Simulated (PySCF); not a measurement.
C2HFN2O.
Bonds: F1–C2, C2–N3 (aromatic), N3–C4 (aromatic), C4–O5 (aromatic), O5–N6 (aromatic), C2–N6 (aromatic). Hydrogens: H7 on C4.

Level of theory: MP2 and CCSD/aug-cc-pVDZ in PySCF, restricted Hartree–Fock reference, frozen core, non-relativistic, gas phase, PBE0-D3(BJ)/def2-SVP geometry.

E(HF) = -359.50035 Eh.

How large is the problem?

147 basis functions and 44 electrons; 6 orbitals frozen, which leaves o = 16 correlated occupied and v = 125 virtual orbitals. That is o·v = 2000 singles and o·v(o·v + 1)/2 = 2001000 distinct closed-shell doubles amplitudes before symmetry; the costliest CCSD step grows as o²v⁴ = 6.2 × 10^10.

What are the MP2 and CCSD correlation energies?

MP2 -0.9846 Eh and CCSD -0.9943 Eh, which gives totals of -360.48490 and -360.49463 Eh. That is 0.845 eV for each correlated electron at CCSD (2610 kJ/mol in all, 0.276 % of the total energy); MP2 gives 99.0 % of the CCSD value.

What is the T1 diagnostic?

0.0181, close to the customary warning level of 0.02. It is the norm of the spatial-orbital singles amplitudes over the root of the number of correlated electrons, so the norm is 0.102.

How does correlation change the dipole moment?

HF gives 2.75 D and CCSD (unrelaxed density) 2.33 D, a change of -0.42 D.

Connected triples and the basis-set limit are missing.
